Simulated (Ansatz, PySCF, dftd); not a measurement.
System: NO, charge 0, doublet. NO (SMILES [N]=O, doublet).
B3LYP-D3(BJ)/def2-TZVP minimum from Ansatz (a quantum-chemistry and plane-wave program):
```
N
O 1 1.1449
```
Charge 0, spin multiplicity 2.

Property: enthalpy of formation at 298 K (by atomisation, with ideal-gas terms from PySCF's Hessian at B3LYP-D3(BJ)/def2-TZVP and the atoms' measured values of the G2/97 table; no spin-orbit terms), in kJ/mol. Radicals and triplets start from unrestricted determinants; spin-orbit coupling is neglected. Correlated methods leave the cores frozen. Rows without X2C or -DK are non-relativistic. CBS(X,Y): correlation extrapolated as X^-3, Hartree-Fock from the larger set (Q,5: extrapolated as (X+1)exp(-9√X)). A bracket is a step between two methods taken in the basis named. The functionals are non-relativistic, so their misses hold any scalar relativity. Double hybrids freeze cores in their MP2 part. 'core' is core correlation in cc-pwCVTZ, 'X2C' scalar relativity in cc-pVTZ-DK, both at CCSD(T). The UHF reference of NO ([N]=O, doublet) is spin-contaminated (<S^2> up to 0.04 over the pure value in the sets run).

Compared with CCSD(T)/CBS(cc-pVQZ,cc-pV5Z) + [CCSDT(Q) - CCSD(T)]/cc-pVQZ + [CCSDTQ - CCSDT(Q)]/cc-pVDZ + core + X2C (Ansatz): 91.6 kJ/mol.

Costs are rough ratios of core time, to one figure, on one kind of shared machine, summed over the single points of the molecules; atoms, geometries and frequencies are left out. The first row took roughly 0.6 core seconds; short runs hold start-up time.

```json
[
 {"level": "B3LYP-D4/def2-TZVPD", "program": "Ansatz + dftd4", "cost relative to the first row": "1", "difference (kJ/mol)": "-11.5"},
 {"level": "B2PLYP-D4/def2-TZVPD", "program": "Ansatz + dftd4", "cost relative to the first row": "2", "difference (kJ/mol)": "-4.3"},
 {"level": "CCSD(T)/cc-pV5Z", "program": "Ansatz", "cost relative to the first row": "70", "difference (kJ/mol)": "11.1"},
 {"level": "CCSD(T)/CBS(cc-pVQZ,cc-pV5Z)", "program": "Ansatz", "cost relative to the first row": "80", "difference (kJ/mol)": "3.7"},
 {"level": "CCSD(T)/CBS(cc-pVQZ,cc-pV5Z) + core + X2C", "program": "Ansatz", "cost relative to the first row": "100", "difference (kJ/mol)": "2.1"},
 {"level": "CCSDTQ/cc-pVDZ", "program": "Ansatz", "cost relative to the first row": "400", "difference (kJ/mol)": "85.0"},
 {"level": "CCSD(T)/CBS(cc-pVQZ,cc-pV5Z) + [CCSDT(Q) - CCSD(T)]/cc-pVQZ + core + X2C", "program": "Ansatz", "cost relative to the first row": "2000", "difference (kJ/mol)": "-0.6"}
]
```

The dearest row costs roughly 2000 times the first. Costs within a factor of two don't rank. The table holds for this case alone.
